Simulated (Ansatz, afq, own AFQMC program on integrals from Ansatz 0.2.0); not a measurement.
# AlNH3, quartet: AFQMC among the cluster methods

```csv
atom,x (Å),y (Å),z (Å)
Al,-0.9673,0.0000,0.0000
H,-1.7602,1.3734,0.0000
H,-1.7602,-1.3734,0.0000
H,0.7347,0.0000,0.0000
N,2.0637,0.0000,0.0000
```

Connectivity, by distances: AlH3 ··· N.

Basis cc-pVTZ. Only valence electrons are correlated. Ansatz 0.2.0 and our own AFQMC program on the same integrals; the CISD trial comes from CCSD amplitudes, and released means the phaseless constraint is let go. Uncertainties: one standard error, sampling alone.

Determinant: UHF, the one that the program's search chose, which needn't be the lowest solution. The geometry is a point of a scan.

No full CI on the walks' own integrals is used here; CCSDT(Q) serves as the reference and is uncertain by about the last step of the cluster series.

Cautions: lower spins were not checked.

The T1 diagnostic is 0.0188. The weight of the determinant in the CISD state is 0.885, the ⟨S²⟩ of the determinant is 3.792 and the size of the correlated space is 11 electrons in 100 orbitals.

```
  level  correlation energy (eV)
    MP2                  -5.7093
   CCSD                  -6.8251
CCSD(T)                  -7.0035
```

(1) Estimate where AFQMC with the constraint released lies against CCSD(T) on the same integrals.

(1) 1.43 ± 0.25 mEh below CCSD(T).

Reference: CCSDT(Q), correlation energy -7.043 eV. The released energy is read at 2.40 1/Eh (meV from the phaseless value at times in 1/Eh: -6 ± 4 at 0.24, -6 ± 4 at 0.51, -15 ± 3 at 0.99, -17 ± 5 at 1.62, -14 ± 7 at 2.40).

```
         level  E − E(reference) (mEh)  share of correlation (%)
       CCSD(T)                    1.44                     99.44
         CCSDT                    0.25                     99.90
 ph-AFQMC/CISD             0.52 ± 0.19                     99.80
released AFQMC             0.01 ± 0.25                    100.00
```

A walk keeps the symmetry of its determinant, which the program's search chose and which needn't be the lowest solution, so a lower state of the same spin and another symmetry isn't excluded. Released energies are given only where the last usable release times agree within the noise; a slower fall can still hide under it.
